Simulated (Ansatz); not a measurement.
A nudged elastic band was laid between two geometries of H2 + H6OSi2 (11 atoms, charge 0, multiplicity 1).

All numbers below come from Ansatz, RKS PBE/def2-SVP.

```
movable images  : 5
climbing image  : yes
spring          : 5.0 eV/Å²
optimiser       : quadratic models (default)
start path      : through a guess of the saddle point
force threshold : 0.05 eV/Å
iteration limit : 60
end points      : relaxed
```

Initial state:

```xyz
11
Properties=species:S:1:pos:R:3
Si -0.338 0.447 -0.060
O -0.357 -0.200 1.488
Si -1.355 -0.394 2.822
H -2.377 -1.469 2.564
H -0.494 -0.787 3.986
H -2.072 0.895 3.130
H 1.095 0.579 -0.486
H -0.998 1.803 -0.068
H -1.069 -0.457 -1.017
H 1.839 -2.746 1.517
H 1.365 -2.140 1.538
```

Final state:

```xyz
11
Properties=species:S:1:pos:R:3
Si 0.303 -0.014 -0.592
O 0.072 -0.284 2.543
Si -1.434 -0.702 3.184
H -2.031 -1.907 2.500
H -1.344 -1.005 4.658
H -2.308 0.495 2.969
H 0.453 0.059 -2.089
H 0.866 1.238 0.012
H -1.157 -0.155 -0.270
H 1.059 -1.221 -0.111
H 0.757 -0.972 2.610
```

Task: What changes between the two ends?

Result: Bonds broken: Si1–O2, H10–H11. Bonds formed: Si1–H10, O2–H11. H2 + H6OSi2 becomes H4OSi + H4Si.

Task: Give the energies along the band, and the barrier.

Result: It converged. The highest image is number 3 of 0 to 6, 43.9 kcal/mol above the first end and 31.2 kcal/mol above the last; the last end lies 12.7 kcal/mol above the first. Neighbouring images differ by up to 1.6 eV, so the band resolves the path poorly. A vibrational analysis at the climbing image gives one clearly imaginary mode, 1026i cm⁻¹, and a faint second one (27i cm⁻¹) that may be numerical noise or a soft torsion: probably a first-order saddle point. The orbitals stay closed-shell, which can raise the energy where a bond breaks towards radicals; this wasn't checked here.

```tsv
image	path coordinate (Å)	energy (kcal/mol)	Si1–O2 (Å)	H10–H11 (Å)	Si1–H10 (Å)
0	0.00	0.0	1.68	0.77	4.17
1	1.11	0.2	1.68	0.77	3.58
2	2.23	5.9	1.69	0.77	2.56
3	3.34	43.9	1.94	1.16	1.73
4	5.13	16.5	3.08	2.13	1.50
5	6.93	12.8	3.13	2.85	1.50
6	8.72	12.7	3.16	2.75	1.50
```

Task: What is the geometry of the highest image?

Result: 
```xyz
11
Properties=species:S:1:pos:R:3
Si 0.110 -0.131 -0.055
O -0.171 -0.587 1.809
Si -1.342 -0.431 3.063
H -2.517 -1.324 2.787
H -0.670 -0.842 4.338
H -1.771 1.002 3.121
H 1.325 0.663 -0.457
H -0.957 0.943 0.137
H -0.460 -0.957 -1.181
H 1.110 -1.466 0.412
H 0.580 -1.338 1.439
```

The run took 3 min on 2 threads of Arm Neoverse V1, on a shared host, peak memory 0.12 GiB.
